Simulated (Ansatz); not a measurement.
## Relaxing Ta5Ga3

These are results of DFT r2SCAN, scalar-relativistic, plane waves, PAW in Ansatz 0.2.0, not measurements. Cutoff 500 eV, Γ-centred k mesh, Gaussian smearing, no spin polarisation in the final step.

The start is a database structure of Ta5Ga3, space group P6_3/mcm (No. 193).

```
CELL_PARAMETERS angstrom
7.68100 0.00000 0.00000
-3.84050 6.65194 0.00000
0.00000 0.00000 5.28000
ATOMIC_POSITIONS crystal
Ta 0.33333 0.66667 0.00000
Ta 0.66667 0.33333 0.50000
Ta 0.66667 0.33333 0.00000
Ta 0.33333 0.66667 0.50000
Ta 0.23000 0.00000 0.25000
Ta 0.23000 0.23000 0.75000
Ta 0.00000 0.23000 0.25000
Ta 0.77000 0.00000 0.75000
Ta 0.77000 0.77000 0.25000
Ta 0.00000 0.77000 0.75000
Ga 0.61000 0.00000 0.25000
Ga 0.61000 0.61000 0.75000
Ga 0.00000 0.61000 0.25000
Ga 0.39000 0.00000 0.75000
Ga 0.39000 0.39000 0.25000
Ga 0.00000 0.39000 0.75000
```

Steps on the 3×3×4 mesh (16 atoms). 9 of 9 steps are shown, and the free energy counts from the last. Trial steps that were taken back and renewals of the plane-wave basis can be among the rows.

```csv
step,ΔF (meV/atom),V (Å³/atom),P (GPa),largest force component (eV/Å)
1,23.2,16.86,-0.45,1.078
2,53.4,16.46,5.63,1.826
3,2.6,16.79,-0.51,0.242
4,1.1,16.75,0.01,0.056
5,0.7,16.75,-0.06,0.088
6,36.9,16.89,1.79,1.336
7,0.3,16.73,0.45,0.092
8,0.0,16.79,-0.16,0.029
9,0.0,16.79,-0.16,0.029
```

A final relaxation ran on a 6×6×8 mesh. The relaxed crystal, P6_3/mcm (No. 193):

```
Ta Ga
1.0
     7.68450    0.00000    0.00000
    -3.84225    6.65498    0.00000
     0.00000    0.00000    5.24849
Ta Ga
10 6
Direct
  0.33333 0.66667 0.00000
  0.66667 0.33333 0.50000
  0.66667 0.33333 0.00000
  0.33333 0.66667 0.50000
  0.24737 0.00000 0.25000
  0.24737 0.24737 0.75000
  0.00000 0.24737 0.25000
  0.75263 0.00000 0.75000
  0.75263 0.75263 0.25000
  0.00000 0.75263 0.75000
  0.60567 0.00000 0.25000
  0.60567 0.60567 0.75000
  0.00000 0.60567 0.25000
  0.39433 0.00000 0.75000
  0.39433 0.39433 0.25000
  0.00000 0.39433 0.75000
```

```yaml
Volume_per_atom: 16.78 Å³
Density: 13.78 g/cm³
Energy_over_the_elements: -0.24 eV/atom
Gap_on_the_6×6×8_mesh: 0 eV (a metal)
```

Energies over the elements count from the elements' standard structures at the same level, with no empirical corrections.

The final run used a 6×6×8 mesh on its 16-atom cell and 0.10 eV smearing. For metals, differences of a few meV/atom aren't resolved. Spin–orbit coupling is left out.

A structure relaxed within its symmetry needn't be a true minimum.

Cost: 3 runs of about 17 core-minutes in all, on Arm Neoverse V2 (shared hosts).